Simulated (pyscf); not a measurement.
Single points on ωB97X-D3(BJ)/def2-SVP structures (PySCF, gas phase). Correlated levels are frozen-core, on RHF or UHF. ΔMP2 is the change of the MP2 total energy from the triple- to the quadruple-zeta basis.

Problem. For :HC–F [singlet] + HCl → F–CH₂–Cl, an insertion (singlet surface; Cl–H broken, C–Cl, C–H formed), PBE/def2-TZVP gives ΔE‡ = 13.1 kcal/mol and ΔE = -86.7 kcal/mol (zero: the separated reactants). In which direction and how far do r²SCAN/def2-TZVP, ωB97M-D3(BJ)/def2-TZVP, CCSD(T)/def2-TZVPP + ΔMP2(QZVPP) move these?

Solution. r²SCAN: ΔE‡ = 16.1 kcal/mol, ΔE = -88.1 kcal/mol; ωB97M-D3(BJ): ΔE‡ = 27.5 kcal/mol, ΔE = -81.2 kcal/mol; CCSD(T): ΔE‡ = 29.1 kcal/mol, ΔE = -80.9 kcal/mol. PBE's barrier lies under all of them, by 3.0 to 15.9 kcal/mol. Its reaction energy lies among theirs. Low barriers are usual for a GGA, whose delocalisation error favours stretched bonds. From the product side, •H₂C–F + Cl• lies, by one bond made or cut, 20.7 kcal/mol under this saddle at ωB97M-D3(BJ). This is the saddle that the search found; another between the same sides may lie lower. A restricted singlet here is unstable towards spin polarisation, as is usual where a triplet lies low; its energy is less safe. The CCSD(T) − MP2 part came from Ansatz, without density fitting, on the same reference.
